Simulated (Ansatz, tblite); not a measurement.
Elastic constant C12 (GPa) of solids drawn from the class of alkali halides, at two levels: GFN1-xTB tight binding with its D3(BJ) term, in tblite, supercell at the zone centre, Fermi filling at 1000 K (free energies), no spin polarisation (tblite), and PBE in Ansatz (PAW).

```
solid           GFN1-xTB   PBE  shift (%)
--------------  --------  ----  ---------
rock-salt KCl       1.56  6.33       +306
rock-salt LiCl      29.4  21.9        -26
rock-salt LiF       39.9  46.5      +16.5
rock-salt NaF       14.6  22.1        +51
rock-salt KI        1.23  3.85       +213
rock-salt KBr      -0.36  5.06      +1506
rock-salt KF        43.6  14.1        -68
rock-salt LiBr      26.8  17.6        -34
rock-salt NaCl      8.78  11.9        +36
rock-salt NaI       10.3  7.94        -23
```

The shifts run from -68 % to +1506 %, with a median of +26 %.

Over all 10 rows PBE is the larger in 6.

Spin–orbit coupling is left out, also for the solids with elements from indium on (rock-salt KI, rock-salt NaI); its size isn't shown.

Each level is taken at its own relaxed cell. Caveats: the method was fitted mainly to molecules (GFN1-xTB: rock-salt KCl, rock-salt LiCl, rock-salt LiF, rock-salt NaF, rock-salt KI, rock-salt KBr and 4 more); the relaxed volume lies over a fifth from the starting cell (GFN1-xTB: rock-salt KCl); the run uses a supercell at the zone centre in place of a k mesh (GFN1-xTB: rock-salt KCl, rock-salt LiCl, rock-salt LiF, rock-salt NaF, rock-salt KI, rock-salt KBr and 4 more). Ansatz's density-functional and Hartree–Fock values are scalar-relativistic unless marked +SOC, with PAW data made under PBE.

Ansatz is a first-principles code.
